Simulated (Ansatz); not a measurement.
Pyrite RuS2 was calculated with PBE-D4 (Ansatz, a quantum-chemistry and plane-wave program, PAW).

Run with plane-wave cutoff 520 eV, 6×6×6 k mesh, Fermi–Dirac smearing 0.01 eV, no spin polarisation, scalar-relativistic PAW data made under PBE.

The volume scan:

```tsv
V (Å³/atom)	E − E_lowest (meV/atom)
14.061	14.84
14.354	3.56
14.647	0.00
14.940	3.31
15.233	12.71
```

Question: What bulk modulus B0 and pressure derivative B′ does a third-order Birch–Murnaghan fit give?

Answer: V0 = 14.647 Å³/atom, B0 = 187 GPa, B′ = 4.9 (fit to the energies at full precision).

Shape and atoms are relaxed at each volume.

Measured, for comparison: equilibrium volume per atom 14.71 Å³/atom (temperature not stated, not corrected to a static lattice; as tabulated in Wikipedia's data pages). Computed (rounded) less measured: equilibrium volume per atom -0.4 %. A static lattice is as a rule a little smaller and stiffer than an uncorrected measurement, which narrows the difference in the equilibrium volume per atom and would widen misses of the other sign.

Note: the bulk modulus comes from volumes at which shape and atoms were relaxed.

Computed values are for the static lattice.
